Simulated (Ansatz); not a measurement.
# BSiH₅+ (quartet): wave-function methods side by side, cc-pVDZ

Aim: climb from Hartree-Fock through coupled cluster for BSiH₅+ (quartet) at one geometry and basis, and see what each rung misses.

The runs use Ansatz 0.2.0, Gaussian basis; cc-pVDZ, core rule «outside noble gas», up to 6 orbitals frozen.

To be run: UHF; CCSD(T) on ROHF; CCSD(T) on UHF; BCCD(T) on ROHF; CISD as a restricted active space (open shells left free, so some higher excitations enter); CCSDT(Q) on ROHF; CCSDT(Q) on UHF.

23 further runs of the same task are left out: 10 that didn't finish, 13 set aside as unsound or not needed. Runs told in other sessions of the task aren't counted.

## Step 1: The geometry

The geometry is a PBE0/def2-TZVP stationary point (not a proven minimum) of the parent state, kept for this charge and spin.

7 atoms, charge 1, spin multiplicity 4.

Atoms are counted from 1 here; the program's logs count them from 0.

Bond lengths: Si1–B2 2.095 Å, Si1–H3 1.484 Å, Si1–H4 1.484 Å, Si1–H5 1.485 Å, B2–H6 1.205 Å, B2–H7 1.205 Å. Angles: B2–Si1–H3 106.7°, B2–Si1–H4 106.7°, B2–Si1–H5 110.0°, H3–Si1–H4 112.0°, H3–Si1–H5 110.6°, H4–Si1–H5 110.6°, Si1–B2–H6 89.3°, Si1–B2–H7 89.3°, H6–B2–H7 131.0°.

In the tables R marks a restricted open-shell determinant and U an unrestricted one; energies count from the table's Hartree-Fock row.

## Step 2: UHF

File in.yaml:

```yaml
crystal:
  periodic: [false, false, false]
  atoms:
    - {symbol: Si, position_ang: [-0.018261, 0.000000, 0.580059]}
    - {symbol: B, position_ang: [0.127982, -0.000001, -1.510314]}
    - {symbol: H, position_ang: [0.661937, -1.230696, 1.055108]}
    - {symbol: H, position_ang: [0.661938, 1.230696, 1.055107]}
    - {symbol: H, position_ang: [-1.445963, 0.000001, 0.989065]}
    - {symbol: H, position_ang: [-0.370895, -1.096559, -1.531404]}
    - {symbol: H, position_ang: [-0.370894, 1.096559, -1.531405]}
basis:
  gaussian: {orbitals: cc-pVDZ}
total_charge: 1
magnetization: {spin_polarized: true, initial_magnetization: 3}
hamiltonian: {xc: hf}
output: {orbitals: {seedname: orbitals}}
```

On the command line:

```
$ ansatz run in.yaml --threads 1 --pin off --events-out ev --progress --plain --max-ram 2393MiB
```

The program printed:

```text
Functional definition: HF
  name "HF"
  cite "Fock, Z. Phys. 61, 126 (1930) doi:10.1007/BF01340294"
  parent pbe
  exchange = exact_x
  correlation = 0
528 factors; integrals over basis functions are off by at most 1.2e-3 eV
mean field evaluation 1: about -8595.6233 eV, gradient 1.2e1 eV
mean field evaluation 2: about -8595.6986 eV, gradient 1.2e1 eV
mean field evaluation 4: about -8597.3204 eV, gradient 1.9e0 eV
mean field evaluation 8: about -8597.4065 eV, gradient 3.8e-1 eV
mean field evaluation 16: about -8597.6205 eV, gradient 9.6e-4 eV
mean field evaluation 32: about -8592.8463 eV, gradient 1.3e1 eV
mean field evaluation 64: about -8597.0778 eV, gradient 1.1e-2 eV
mean field -8597.62048718 eV, -315.9567252273 hartree, gradient 2.3e-5 eV, S^2 3.768369; 3 other end points of the search recorded, 0 dependent functions left out
reference -8597.62048718 eV, -315.9567252273 hartree; 13, 10 occupied and 44, 47 virtual orbitals, 528 factors
Total energy: -8597.62048718 eV, -315.9567252273 hartree
```

Run time: 1.2 s. Hardware: 1 thread of Arm Neoverse V1, shared host.

From the report: ⟨S²⟩ of the determinant 3.768 (pure quartet: 3.75).

## Step 3: CCSD(T) on ROHF

Changes to in.yaml since step 2:

```diff
@@ -13,4 +13,3 @@
 total_charge: 1
-magnetization: {spin_polarized: true, initial_magnetization: 3}
-hamiltonian: {xc: hf}
-output: {orbitals: {seedname: orbitals}}
+magnetization: {spin_polarized: false, initial_magnetization: 3}
+correlation: {method: ccsd_t, electrons: outside_noble_gas}
```

The command is unchanged.

The program printed, cut to the lines that bear on the results:

```text
Functional definition: HF
  name "HF"
  cite "Fock, Z. Phys. 61, 126 (1930) doi:10.1007/BF01340294"
  parent pbe
[...]
528 factors; integrals over basis functions are off by at most 1.2e-3 eV
[...]
mean field -8597.47958895 eV, -315.9515473130 hartree, gradient 3.7e-6 eV, S^2 3.750000; 9 other end points of the search recorded, 0 dependent functions left out
[...]
determinant -8597.47958895 eV, -315.9515473130 hartree, with singles and doubles -8603.33425859 eV, -316.1667024537 hartree
determinant -8597.07808260 eV, -315.9367922266 hartree, with singles and doubles -8603.19521883 eV, -316.1615928369 hartree
determinant -8597.04658418 eV, -315.9356346810 hartree, with singles and doubles -8603.30482135 eV, -316.1656206551 hartree
determinant -8596.89919307 eV, -315.9302181578 hartree, with singles and doubles -8602.57474252 eV, -316.1387907530 hartree
determinant -8597.47958895 eV, -315.9515473130 hartree, with singles and doubles -8603.34563922 eV, -316.1671206842 hartree
determinant -8597.07808260 eV, -315.9367922266 hartree, with singles and doubles -8603.29173779 eV, -316.1651398431 hartree
determinant -8597.04658418 eV, -315.9356346810 hartree, with singles and doubles -8603.33013372 eV, -316.1665508677 hartree
6 core orbitals not correlated: weight in the atoms' cores, before any rotation towards them, 1.000 or more for the frozen orbitals, at most 0.000 for the correlated occupied ones
reference -8597.47958895 eV, -315.9515473130 hartree; 7, 4 occupied and 44, 47 virtual orbitals, 528 factors
second order -4.46484988 eV of doubles, -0.08026948 eV of singles
cycle   1  -5.86604864 eV  change    1.6e-6 eV  update   2.2e-6
perturbative correction -0.21117616 eV, -0.0077605806 hartree
Total energy: -8603.55681374 eV, -316.1748812049 hartree
```

Wall time 14 s (1 thread of Arm Neoverse V1, shared host).

From the report: correlation -6.0772 eV; T1 0.077; largest double amplitude 0.05.

## Step 4: CCSD(T) on UHF

Changes to in.yaml since step 3:

```diff
@@ -13,3 +13,3 @@
 total_charge: 1
-magnetization: {spin_polarized: false, initial_magnetization: 3}
+magnetization: {spin_polarized: true, initial_magnetization: 3}
 correlation: {method: ccsd_t, electrons: outside_noble_gas}
```

Launched as before.

The program printed, cut to the lines that bear on the results:

```text
Functional definition: HF
  name "HF"
  cite "Fock, Z. Phys. 61, 126 (1930) doi:10.1007/BF01340294"
  parent pbe
[...]
528 factors; integrals over basis functions are off by at most 1.2e-3 eV
[...]
mean field -8597.62048718 eV, -315.9567252273 hartree, gradient 1.9e-6 eV, S^2 3.768370; 7 other end points of the search recorded, 0 dependent functions left out
determinant -8597.62048718 eV, -315.9567252273 hartree, with singles and doubles -8603.33982783 eV, -316.1669071196 hartree
determinant -8597.07775555 eV, -315.9367802078 hartree, with singles and doubles -8602.57991744 eV, -316.1389809279 hartree
6 core orbitals not correlated: weight in the atoms' cores, before any rotation towards them, 1.000 or more for the frozen orbitals, at most 0.000 for the correlated occupied ones
reference -8597.62048718 eV, -315.9567252273 hartree; 7, 4 occupied and 44, 47 virtual orbitals, 528 factors
second order -4.40467158 eV of doubles, -0.00000000 eV of singles
cycle   1  -5.71813703 eV  change    1.2e-3 eV  update   5.5e-3
[...]
cycle  10  -5.72932169 eV  change   -1.4e-6 eV  update   6.1e-6
perturbative correction -0.20619567 eV, -0.0075775513 hartree
Total energy: -8603.55600454 eV, -316.1748514672 hartree
```

Run time: 8.5 s. Hardware: 1 thread of Arm Neoverse V1, shared host.

From the report: ⟨S²⟩ of the determinant 3.768 (pure quartet: 3.75); correlation -5.9355 eV; T1 0.068; largest double amplitude 0.05.

## Step 5: BCCD(T) on ROHF

Changes to in.yaml since step 4:

```diff
@@ -13,3 +13,3 @@
 total_charge: 1
-magnetization: {spin_polarized: true, initial_magnetization: 3}
-correlation: {method: ccsd_t, electrons: outside_noble_gas}
+magnetization: {spin_polarized: false, initial_magnetization: 3}
+correlation: {method: bccd_t, electrons: outside_noble_gas}
```

Launched as before.

The program printed, cut to the lines that bear on the results:

```text
Functional definition: HF
  name "HF"
  cite "Fock, Z. Phys. 61, 126 (1930) doi:10.1007/BF01340294"
  parent pbe
[...]
528 factors; integrals over basis functions are off by at most 1.2e-3 eV
[...]
mean field -8597.47958895 eV, -315.9515473130 hartree, gradient 3.7e-6 eV, S^2 3.750000; 9 other end points of the search recorded, 0 dependent functions left out
[...]
determinant -8597.47958895 eV, -315.9515473130 hartree, with singles and doubles -8603.33425859 eV, -316.1667024537 hartree
determinant -8597.07808260 eV, -315.9367922266 hartree, with singles and doubles -8603.19521883 eV, -316.1615928369 hartree
determinant -8597.04658418 eV, -315.9356346810 hartree, with singles and doubles -8603.30482135 eV, -316.1656206551 hartree
determinant -8596.89919307 eV, -315.9302181578 hartree, with singles and doubles -8602.57474252 eV, -316.1387907530 hartree
determinant -8597.47958895 eV, -315.9515473130 hartree, with singles and doubles -8603.34563922 eV, -316.1671206842 hartree
determinant -8597.07808260 eV, -315.9367922266 hartree, with singles and doubles -8603.29173779 eV, -316.1651398431 hartree
determinant -8597.04658418 eV, -315.9356346810 hartree, with singles and doubles -8603.33013372 eV, -316.1665508677 hartree
6 core orbitals not correlated: weight in the atoms' cores, before any rotation towards them, 1.000 or more for the frozen orbitals, at most 0.000 for the correlated occupied ones
reference -8597.47958895 eV, -315.9515473130 hartree; 7, 4 occupied and 44, 47 virtual orbitals, 528 factors
second order -4.46484988 eV of doubles, -0.08026948 eV of singles
cycle   1  -5.91373992 eV  change   -4.8e-2 eV  update   5.4e-2
[...]
cycle  13  -5.86832618 eV  change   -1.3e-5 eV  update   7.7e-6
perturbative correction -0.21574881 eV, -0.0079286226 hartree
Total energy: -8603.56366394 eV, -316.1751329448 hartree
```

It took 15 s on 1 thread of Arm Neoverse V1, shared host.

From the report: correlation -6.0841 eV; largest double amplitude 0.05.

## Step 6: CISD as a restricted active space (open shells left free, so some higher excitations enter)

Changes to in.yaml since step 5:

```diff
@@ -14,2 +14,2 @@
 magnetization: {spin_polarized: false, initial_magnetization: 3}
-correlation: {method: bccd_t, electrons: outside_noble_gas}
+correlation: {active_space: {ras: {orbitals: [4, 3, 44], electrons: 11, max_holes: 2, max_particles: 2}, fixed_orbitals: true}}
```

Launched as before.

The program printed:

```text
Functional definition: HF
  name "HF"
  cite "Fock, Z. Phys. 61, 126 (1930) doi:10.1007/BF01340294"
  parent pbe
  exchange = exact_x
  correlation = 0
528 factors; integrals over basis functions are off by at most 1.2e-3 eV
mean field evaluation 1: about -8595.6338 eV, gradient 1.3e1 eV
mean field evaluation 2: about -8595.7067 eV, gradient 1.3e1 eV
mean field evaluation 4: about -8597.0427 eV, gradient 2.8e0 eV
mean field evaluation 8: about -8596.9782 eV, gradient 3.2e0 eV
mean field evaluation 16: about -8597.4796 eV, gradient 1.1e-2 eV
mean field evaluation 32: about -8596.8992 eV, gradient 2.5e-6 eV
mean field evaluation 64: about -8597.4653 eV, gradient 2.9e-1 eV
mean field -8597.47958895 eV, -315.9515473130 hartree, gradient 3.7e-6 eV, S^2 3.750000; 6 other end points of the search recorded, 0 dependent functions left out
reference -8597.47958895 eV, -315.9515473130 hartree; 13, 10 occupied and 44, 47 virtual orbitals, 528 factors
state -8602.85214688 eV, -316.1489851752 hartree
Total energy: -8602.85214688 eV, -316.1489851752 hartree
```

Wall time 14 s (1 thread of Arm Neoverse V1, shared host).

From the report: 206,917 determinants.

## Step 7: CCSDT(Q) on ROHF

Changes to in.yaml since step 6:

```diff
@@ -14,2 +14,2 @@
 magnetization: {spin_polarized: false, initial_magnetization: 3}
-correlation: {active_space: {ras: {orbitals: [4, 3, 44], electrons: 11, max_holes: 2, max_particles: 2}, fixed_orbitals: true}}
+correlation: {method: ccsdt_q, electrons: outside_noble_gas}
```

The command is unchanged.

The program printed, cut to the lines that bear on the results:

```text
Functional definition: HF
  name "HF"
  cite "Fock, Z. Phys. 61, 126 (1930) doi:10.1007/BF01340294"
  parent pbe
[...]
1097 factors; integrals over basis functions are off by at most 2.1e-7 eV
[...]
mean field -8597.47963924 eV, -315.9515491609 hartree, gradient 2.5e-6 eV, S^2 3.750000; 9 other end points of the search recorded, 0 dependent functions left out
[...]
determinant -8597.47963924 eV, -315.9515491609 hartree, with singles and doubles -8603.33428548 eV, -316.1667034418 hartree
determinant -8597.07813248 eV, -315.9367940599 hartree, with singles and doubles -8603.19525872 eV, -316.1615943029 hartree
determinant -8597.04663349 eV, -315.9356364934 hartree, with singles and doubles -8603.30485334 eV, -316.1656218309 hartree
determinant -8596.89924380 eV, -315.9302200222 hartree, with singles and doubles -8602.57476968 eV, -316.1387917510 hartree
determinant -8597.47963924 eV, -315.9515491609 hartree, with singles and doubles -8603.34566638 eV, -316.1671216824 hartree
determinant -8597.07813248 eV, -315.9367940599 hartree, with singles and doubles -8603.29177094 eV, -316.1651410615 hartree
determinant -8597.04663349 eV, -315.9356364934 hartree, with singles and doubles -8603.33016293 eV, -316.1665519410 hartree
6 core orbitals not correlated: weight in the atoms' cores, before any rotation towards them, 1.000 or more for the frozen orbitals, at most 0.000 for the correlated occupied ones
reference -8597.47963924 eV, -315.9515491609 hartree; 7, 4 occupied and 44, 47 virtual orbitals, 1097 factors
second order -4.46487617 eV of doubles, -0.08026992 eV of singles
cycle   1  -5.37190768 eV  change   -8.3e-1 eV  update   9.4e-2
[...]
cycle  21  -6.13397851 eV  change    5.8e-7 eV  update   2.7e-7
perturbative correction -0.01290995 eV, -0.0004744321 hartree
Total energy: -8603.62652770 eV, -316.1774431453 hartree
```

Wall time 1.8 min (1 thread of Arm Neoverse V1, shared host); peak memory 0.93 GiB.

From the report: correlation -6.1469 eV; T1 0.092; largest double amplitude 0.07.

## Step 8: CCSDT(Q) on UHF

Changes to in.yaml since step 7:

```diff
@@ -13,3 +13,3 @@
 total_charge: 1
-magnetization: {spin_polarized: false, initial_magnetization: 3}
+magnetization: {spin_polarized: true, initial_magnetization: 3}
 correlation: {method: ccsdt_q, electrons: outside_noble_gas}
```

Launched as before.

The program printed, cut to the lines that bear on the results:

```text
Functional definition: HF
  name "HF"
  cite "Fock, Z. Phys. 61, 126 (1930) doi:10.1007/BF01340294"
  parent pbe
[...]
1097 factors; integrals over basis functions are off by at most 2.1e-7 eV
[...]
mean field -8597.62053786 eV, -315.9567270899 hartree, gradient 1.4e-6 eV, S^2 3.768370; 7 other end points of the search recorded, 0 dependent functions left out
determinant -8597.62053786 eV, -315.9567270899 hartree, with singles and doubles -8603.33985327 eV, -316.1669080546 hartree
determinant -8597.07780621 eV, -315.9367820695 hartree, with singles and doubles -8602.57994480 eV, -316.1389819334 hartree
6 core orbitals not correlated: weight in the atoms' cores, before any rotation towards them, 1.000 or more for the frozen orbitals, at most 0.000 for the correlated occupied ones
reference -8597.62053786 eV, -315.9567270899 hartree; 7, 4 occupied and 44, 47 virtual orbitals, 1097 factors
second order -4.40469706 eV of doubles, -0.00000000 eV of singles
cycle   1  -5.23494563 eV  change   -8.3e-1 eV  update   9.3e-2
[...]
cycle  19  -5.99350736 eV  change   -9.2e-7 eV  update   7.5e-7
perturbative correction -0.01447230 eV, -0.0005318471 hartree
Total energy: -8603.62851751 eV, -316.1775162698 hartree
```

Wall time 83 s (1 thread of Arm Neoverse V1, shared host); peak memory 0.73 GiB.

From the report: ⟨S²⟩ of the determinant 3.768 (pure quartet: 3.75); correlation -6.0080 eV; T1 0.083; largest double amplitude 0.07.

## Step 9: The ladder

The yardstick is UCCSDT(Q), where the cluster series has nearly closed. Rows without a time are mean-field rows or come out of runs for another level: lower rungs of the coupled-cluster runs, or the Hartree-Fock search.

Differences are taken before rounding.

| method | energy from the lowest ROHF (kcal/mol) | from UCCSDT(Q) (kcal/mol) | time |
| --- | --- | --- | --- |
| ROHF | 0.00 | +141.80 |  |
| UHF | -3.25 | +138.55 |  |
| RMP2 | -104.81 | +36.98 |  |
| UMP2 | -104.82 | +36.97 |  |
| CISD | -123.89 | +17.90 | 14 s |
| RCCSD | -135.27 | +6.52 |  |
| UCCSD | -135.37 | +6.43 |  |
| RCCSD(T) | -140.14 | +1.65 | 14 s |
| UCCSD(T) | -140.13 | +1.67 | 8.5 s |
| BCCD(T) | -140.30 | +1.50 | 15 s |
| RCCSDT | -141.45 | +0.34 |  |
| UCCSDT | -141.46 | +0.33 |  |
| RCCSDT(Q) | -141.75 | +0.05 | 1.8 min |
| UCCSDT(Q) | -141.80 | 0 | 83 s |

Among the levels timed on like hardware and quicker than the yardstick, those that no quicker one beats, quickest first: UCCSD(T) (8.5 s, +1.67 kcal/mol); RCCSD(T) (14 s, +1.65 kcal/mol); BCCD(T) (15 s, +1.50 kcal/mol).

## Step 10: Outcome

```
                         quantity                      value
    UCCSDT(Q) from the ROHF energy                 -6.1489 eV
              RMP2 from UCCSDT(Q)            +36.98 kcal/mol
              UMP2 from UCCSDT(Q)            +36.97 kcal/mol
             RCCSD from UCCSDT(Q)             +6.52 kcal/mol
          RCCSD(T) from UCCSDT(Q)             +1.65 kcal/mol
          UCCSD(T) from UCCSDT(Q)             +1.67 kcal/mol
         RCCSDT(Q) from UCCSDT(Q)             +0.05 kcal/mol
levels within 1 kcal/mol (43 meV)  RCCSDT, UCCSDT, RCCSDT(Q)
                    T1 diagnostic                      0.077
```

RCCSD(T) lands +1.65 kcal/mol from the yardstick (1.2 % of the correlation energy). These misses are within one basis, not against nature; the frozen cores of restricted and unrestricted runs differ, which can shift their rows.

With open shells the CI space here admits some higher excitations, so it is larger than plain CISD.

BCCD(T) reaches 1.50 kcal/mol from the reference in 15 s, where UCCSDT(Q) took 83 s; the quickest level in the cost chart, UCCSD(T), takes 8.5 s and misses by 1.67 kcal/mol.
